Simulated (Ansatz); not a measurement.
## Rock-salt BaO, band gap

Reference value: 4.4 eV (measured, temperature not stated, no zero-point or thermal correction; as tabulated in Abedi et al. (2022), arXiv:2211.14644).

```
level (code)              value (eV)  cell (Å³/atom)  difference (eV)
---------------------  -------------  --------------  ---------------
LDA+SOC (Ansatz)       1.86 (direct)           21.25            -2.54
PBE (Ansatz)                    2.04           21.25            -2.36
LC-ωPBE (Ansatz)                8.52           21.10            +4.12
Hartree–Fock (Ansatz)          10.66           21.25            +6.26
G0W0@PBE+SOC (Ansatz)           3.59           21.25            -0.81
```

Closest of the ranked levels: G0W0@PBE+SOC (-0.81 eV). Farthest off among them: Hartree–Fock (+6.26 eV). No ranked level lands within 0.5 eV.

Semilocal Kohn–Sham gaps run low as a rule, and all computed gaps are for a static lattice, while measured ones hold electron–phonon shifts unless said otherwise. Levels without +SOC have no spin–orbit coupling; where heavier elements are present it shifts gaps, mostly down, and can invert bands.  G0W0@PBE+SOC: spin–orbit coupling enters as the shift of the gap found with a semilocal functional. Values are at the measured cell; LC-ωPBE at the level's own relaxed cell. Cutoffs and k meshes differ between the levels. Ansatz's density-functional and Hartree–Fock values are scalar-relativistic unless marked +SOC, with PAW data made under PBE.

Differences are worked out from the printed values.

Ansatz is a quantum-chemistry and plane-wave program.
